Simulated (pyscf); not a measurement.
H₃Si–SiH(Cl)–Cl → SiH₄ + Cl–Si:–Cl [singlet], a 1,1-elimination (singlet surface; Si–Si, H–Si broken, H–Si formed). Single points on ωB97X-D3(BJ)/def2-SVP structures (PySCF, gas phase). Correlated levels are frozen-core, on RHF or UHF. ΔMP2 is the change of the MP2 total energy from the triple- to the quadruple-zeta basis. Energies in kJ/mol from the reactant's lowest minimum found.

AM1 to PM7: differences of heats of formation from MOPAC, which are fitted to 298 K values and so differ in kind from electronic energies by zero-point and thermal terms. 

**Question.** Quick PM3 single points give ΔE‡ = 93.6 kJ/mol and ΔE = +113.5 kJ/mol. What does CCSD(T)/def2-TZVPP + ΔMP2(QZVPP) give, and how far is the quick result from it?

**Answer.** CCSD(T)/def2-TZVPP + ΔMP2(QZVPP) gives ΔE‡ = 218.4 kJ/mol and ΔE = +141.7 kJ/mol. PM3 lies 124.8 kJ/mol under it in the barrier and 28.3 kJ/mol under it in the reaction energy, so on this step it does not hold to within 12.6 kJ/mol. At PM3 this geometry lies under one side, so its ΔE‡ may be no barrier of that level. CCSD(T)/def2-TZVPP + ΔMP2(QZVPP) has limits of its own. This is the saddle that the search found; another between the same sides may lie lower. The CCSD(T) − MP2 part came from Ansatz, without density fitting, on the same reference.
